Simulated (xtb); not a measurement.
xtb input (GFN1-xTB):

```bash
xtb mol.xyz --gfn 1 --sp --chrg -1 --uhf 0
```
mol.xyz:
```
9

N     -0.00181269     0.00359022     1.22722463
C      0.00162323     1.08102868     0.39732440
C     -0.00280630    -1.07868549     0.40363605
C      0.00285416     0.70543113    -0.95100856
C     -0.00005088    -0.71098333    -0.94686916
H      0.00308933     2.08907821     0.79989107
H     -0.00547032    -2.08436240     0.81208774
H      0.00547332     1.35944646    -1.81451217
H     -0.00012480    -1.37003976    -1.80653539
```

End of the output:

```
         :::::::::::::::::::::::::::::::::::::::::::::::::::::
         ::                     SUMMARY                     ::
         :::::::::::::::::::::::::::::::::::::::::::::::::::::
         :: total energy             -13.982365526897 Eh    ::
         :: gradient norm              0.020064145247 Eh/a0 ::
         :: HOMO-LUMO gap              5.134438187581 eV    ::
         ::.................................................::
         :: SCC energy               -14.176740325063 Eh    ::
         :: -> electrostatic           0.135596893878 Eh    ::
         :: repulsion energy           0.197171976136 Eh    ::
         :: dispersion energy         -0.002797177970 Eh    ::
         :: halogen bond corr.         0.000000000000 Eh    ::
         :: add. restraining           0.000000000000 Eh    ::
         :: total charge              -1.000000000000 e     ::
         :::::::::::::::::::::::::::::::::::::::::::::::::::::

           -------------------------------------------------
          |                Property Printout                |
           -------------------------------------------------

    * Orbital Energies and Occupations

         #    Occupation            Energy/Eh            Energy/eV
      -------------------------------------------------------------
         1        2.0000           -0.4908135             -13.3557
         2        2.0000           -0.4048019             -11.0152
         3        2.0000           -0.3884726             -10.5709
         4        2.0000           -0.3517151              -9.5707
         5        2.0000           -0.3480627              -9.4713
         6        2.0000           -0.3328973              -9.0586
         7        2.0000           -0.2613782              -7.1125
         8        2.0000           -0.2606978              -7.0939
         9        2.0000           -0.2549462              -6.9374
        10        2.0000           -0.2521286              -6.8608
        11        2.0000           -0.1722831              -4.6881
        12        2.0000           -0.1617945              -4.4027
        13        2.0000           -0.1488837              -4.0513 (HOMO)
        14                          0.0398034               1.0831 (LUMO)
        15                          0.0521631               1.4194
        16                          0.1124676               3.0604
        17                          0.1154283               3.1410
        18                          0.1280735               3.4851
        19                          0.1283846               3.4935
Note: The following floating-point exceptions are signalling: IEEE_DENORMAL
normal termination of xtb
        20                          0.4099156              11.1544
        21                          0.4403002              11.9812
        22                          0.4585282              12.4772
        23                          0.4857771              13.2187
        24                          0.5505549              14.9814
       ...                                ...                  ...
        28                          0.9042869              24.6069
      -------------------------------------------------------------
                  HL-Gap            0.1886871 Eh            5.1344 eV
             Fermi-level           -0.0545402 Eh           -1.4841 eV

  Mulliken/CM5 charges         n(s)   n(p)   n(d)
     1N    -0.49737 -0.67833   1.583  3.914  0.000
     2C     0.03551  0.05508   0.999  2.966  0.000
     3C     0.03551  0.05508   0.999  2.966  0.000
     4C    -0.16305 -0.21025   1.034  3.129  0.000
     5C    -0.16305 -0.21025   1.034  3.129  0.000
     6H    -0.07061 -0.00747   1.071  0.000  0.000
     7H    -0.07061 -0.00747   1.071  0.000  0.000
     8H    -0.05316  0.00181   1.053  0.000  0.000
     9H    -0.05316  0.00181   1.053  0.000  0.000

Wiberg/Mayer (AO) data.
largest (>0.10) Wiberg bond orders for each atom

 ---------------------------------------------------------------------------
     #   Z sym  total        # sym  WBO       # sym  WBO       # sym  WBO
 ---------------------------------------------------------------------------
     1   7 N    2.952 --     2 C    1.368     3 C    1.368
     2   6 C    3.952 --     4 C    1.465     1 N    1.368     6 H    0.976
     3   6 C    3.952 --     5 C    1.465     1 N    1.368     7 H    0.976
     4   6 C    3.953 --     2 C    1.465     5 C    1.355     8 H    0.979
     5   6 C    3.953 --     3 C    1.465     4 C    1.355     9 H    0.979
     6   1 H    1.017 --     2 C    0.976
     7   1 H    1.017 --     3 C    0.976
     8   1 H    1.005 --     4 C    0.979
     9   1 H    1.005 --     5 C    0.979
 ---------------------------------------------------------------------------

Topologies differ in total number of bonds
Writing topology from bond orders to xtbtopo.mol

 dipole moment from electron density (au)
     X       Y       Z
   0.0012  -0.0023  -0.7939  total (Debye):    2.018

           -------------------------------------------------
          | TOTAL ENERGY              -13.982365526897 Eh   |
          | GRADIENT NORM               0.020064145247 Eh/α |
          | HOMO-LUMO GAP               5.134438187581 eV   |
           -------------------------------------------------

------------------------------------------------------------------------
------------------------------------------------------------------------
 total:
 SCF:
```

It need not be the lowest isomer of its formula. Whether it binds its extra electron was not tested at this geometry.
